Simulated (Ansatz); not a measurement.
Molecule: thiophene, C4H4S (charge 0, singlet). 
Geometry from a B3LYP-D3(BJ)/def2-TZVP (Ansatz, a program for electronic structure) optimisation:
```
C
C 1 1.3651
H 2 1.0774 1 128.21
H 1 1.0803 2 123.42 3 0.00
C 1 1.4223 4 124.03 2 180.00
C 5 1.3651 1 112.56 4 -180.00
H 6 1.0774 5 128.21 1 -180.00
H 5 1.0803 6 123.42 7 0.00
S 6 1.7182 7 120.29 5 -180.00
```

Wanted: atomisation energy (electronic, to ground-state atoms), in kJ/mol. Correlated levels leave the core frozen unless marked. Open shells are spin-unrestricted. Spin-orbit coupling is left out. Non-relativistic. The coupled-cluster limit lacks core correlation, which all-electron functionals hold. CBS marks a two-point X^-3 extrapolation of the correlation energy; Hartree-Fock from the larger set. [CCSD(T)-MP2]/basis is that difference in the basis named.

| level | program | atomisation energy (kJ/mol) | minus last row | rough core time |
|---|---|---|---|---|
| RI-HF/aug-cc-pV(T+d)Z | Ansatz | 2908.1 | -1113.7 | - |
| SVWN5/def2-TZVPD | Ansatz | 4690.0 | 668.2 | under 20 s |
| PBE-D4/def2-TZVPD | Ansatz + dftd4 | 4192.2 | 170.4 | under 20 s |
| BLYP/def2-TZVPD | Ansatz | 3983.5 | -38.3 | under 20 s |
| revPBE/def2-TZVPD | Ansatz | 4010.5 | -11.3 | under 20 s |
| B3LYP/def2-TZVPD | Ansatz | 3989.5 | -32.3 | under 20 s |
| BHLYP-D3(BJ)/def2-TZVPD | Ansatz + dftd3 | 3891.0 | -130.8 | under 20 s |
| HSE06-D3(BJ)/def2-TZVPD | Ansatz + dftd3 | 4102.4 | 80.6 | 20 s |
| MP2/STO-3G | Ansatz | 4016.7 | -5.1 | - |
| RI-MP2/CBS(cc-pV(T+d)Z,cc-pV(Q+d)Z)+[CCSD(T)-MP2]/cc-pV(T+d)Z | Ansatz | 4021.8 | 0.0 | - |

Core times are rough, on shared machines, summed over the molecules involved; a dash marks a level read off another run, or run on other hardware, by another program or under a memory cap.

The Hartree-Fock reference is unstable (checked in the largest basis), which strains HF and MP2.
